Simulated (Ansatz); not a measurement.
Compare A (`NC=C(O)O`) with its isomer B (`N/C(O)=C\O`).

Calculated with Ansatz (gas phase, PBE0-D4/def2-TZVP geometries, no zero-point term in ΔE). CCSD(T)/CBS is the MP2 limit (def2-TZVPP, def2-QZVPP) plus CCSD(T) − MP2 in def2-TZVPP, frozen cores. DFT in def2-TZVPP. B3LYP here is the variant with VWN-RPA as its local correlation; programs differ in this. One conformer a species, not always the lowest.

A:

Z-matrix (Å, degrees):
```
N
C 1 1.426
H 1 1.012 2 113.0
H 1 1.012 2 113.0 3 123.1
C 2 1.343 1 116.0 3 118.4
H 2 1.086 1 122.6 3 -61.6
O 5 1.337 2 126.7 1 180.0
O 5 1.328 2 122.4 1 0.0
H 7 0.962 5 108.4 2 0.0
H 8 0.977 5 103.1 2 -0.0
```

B:

Z-matrix (Å, degrees):
```
N
C 1 1.405
H 1 1.014 2 111.4
H 1 1.014 2 111.4 3 -120.3
O 2 1.373 1 115.0 3 60.3
C 2 1.332 1 119.5 3 -119.7
H 5 0.962 2 109.4 1 179.9
O 6 1.357 2 123.1 1 -0.0
H 6 1.083 2 123.4 1 180.0
H 8 0.970 6 105.2 2 -0.0
```

(1) Which is lower in electronic energy at CCSD(T)/CBS, and by how much? (An estimate is asked.)

(2) Give E(B) − E(A) in kJ/mol with B3LYP-D4, LDA (SPW92), BLYP-D4, PBE0-D4, B3LYP, PBE-D4, HF/def2-TZVPP. (An estimate is asked.)

(3) Does the order hold for the free energy at 298.15 K (harmonic terms from PBE0-D4)? (An estimate is asked.)

Largest T1 diagnostic: 0.012.

Answers

(1) The calculation gave: A, by 18.5 kJ/mol.

(2) The calculation gave: B3LYP-D4 19.6, LDA (SPW92) 24.9, BLYP-D4 16.3, PBE0-D4 23.4, B3LYP 19.7, PBE-D4 20.0, HF/def2-TZVPP 25.9. None reverses the order clearly.

(3) Ansatz gave: Yes: G(B) − G(A) = +14.8 kJ/mol, for one conformer each.

From BLYP to BHLYP (50 % exact exchange), in def2-TZVPP and without D4, E(B) − E(A) moves by +6.6 kJ/mol. In def2-TZVPP, CCSD(T) changes the Hartree–Fock value by −6.4 kJ/mol (the triples alone add −0.8 kJ/mol) and MP2 by −3.2 kJ/mol.
